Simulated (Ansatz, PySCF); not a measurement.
Molecule: CH2O2, net charge 1, doublet state. 
Coordinates optimised at B3LYP-D3(BJ)/def2-TZVP (Ansatz, a first-principles code):
```xyz
5

O      0.8245    -0.7162    -0.0525
C     -0.3424    -0.2178     0.0051
O     -0.6128     1.0018     0.0542
H      1.5697    -0.0743    -0.0583
H     -1.2086    -0.9033     0.0138
```
Charge +1, spin multiplicity 2.

Total electronic energies in hartree. Valence correlation only, unless marked. UHF or UKS for open shells. No spin-orbit coupling. Non-relativistic. CBS marks a two-point X^-3 extrapolation of the correlation energy; Hartree-Fock from the larger set. The bracket is a focal-point correction in the basis named.

```tsv
level	program	energy (Eh)
RI-HF/cc-pVQZ	Ansatz	-188.50359
revPBE-D3(BJ)/def2-TZVPD	Ansatz + dftd3	-189.39464
B3LYP/def2-TZVPD	Ansatz	-189.43780
BHLYP-D4/def2-TZVPD	Ansatz + dftd4	-189.34549
TPSSh-D3(BJ)/def2-TZVPD	PySCF + dftd3	___
CAM-B3LYP/def2-TZVPD	PySCF	-189.36741
wB97M-V/def2-TZVPD	Ansatz	___
B2GP-PLYP-D3(BJ)/def2-TZVPD	Ansatz + dftd3	-189.27043
MP2/aug-cc-pVDZ	Ansatz	-188.90447
MP2/cc-pVDZ	Ansatz	-188.87452
RI-MP2/aug-cc-pVTZ	Ansatz	-189.05917
RI-MP2/CBS(aug-cc-pVTZ,aug-cc-pVQZ)	Ansatz	-189.1385
CCSD/cc-pVTZ	Ansatz	-189.06962
CCSD/cc-pwCVTZ	Ansatz	-189.08098
RI-MP2/CBS(aug-cc-pVTZ,aug-cc-pVQZ)+[CCSD(T)-MP2]/aug-cc-pVTZ	Ansatz	-189.1824
```

### Question
Fill in the missing entries.

### Answer

- TPSSh-D3(BJ)/def2-TZVPD, energy (Eh): -189.44387
- wB97M-V/def2-TZVPD, energy (Eh): -189.37888
